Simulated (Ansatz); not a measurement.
A made-up structure of MgBH₂Cl, singlet:

```tsv
atom	x (Å)	y (Å)	z (Å)
B1	-0.8472	0.6579	-0.5701
Mg2	0.9203	-0.7173	0.6192
Cl3	2.6370	-2.0481	1.7746
H4	-1.8870	0.1059	-1.2195
H5	-0.8232	2.0017	-0.6042
```

It is relaxed with PBE-D4/def2-SVP and then PBE0-D4/def2-TZVP (Ansatz 0.2.0). Atoms count as bonded within 1.22 times the sum of their covalent radii (H–H: 0.88 Å). The end point is not checked to be a true minimum.

Q: Does its bonding change? (Judge from chemistry; the calculation decides.)

A: By the calculation: No: no bond forms or breaks.

Where it ends: The first stage lowers the energy by 0.70 eV in 4 steps. It ends as MgBH₂Cl ([BH2][Mg][Cl]):
| atom | x (Å) | y (Å) | z (Å) |
| --- | --- | --- | --- |
| B1 | -0.7561 | 0.5875 | -0.5088 |
| Mg2 | 0.8221 | -0.6398 | 0.5532 |
| Cl3 | 2.3538 | -1.8292 | 1.5840 |
| H4 | -1.6842 | 0.0943 | -1.0884 |
| H5 | -0.7358 | 1.7872 | -0.5401 |

Labels in which every atom is bracketed show which atoms are joined, not bond orders.

For scale, one of the runs: PBE0-D4/def2-TZVP relaxation, 112 basis functions, launched by `ansatz run in.yaml --threads 2 --pin off --events-out ev --progress --plain --max-ram 4352MiB`. The run took about 6.5 s on 2 CPU threads of an Arm Neoverse V1 (shared host).
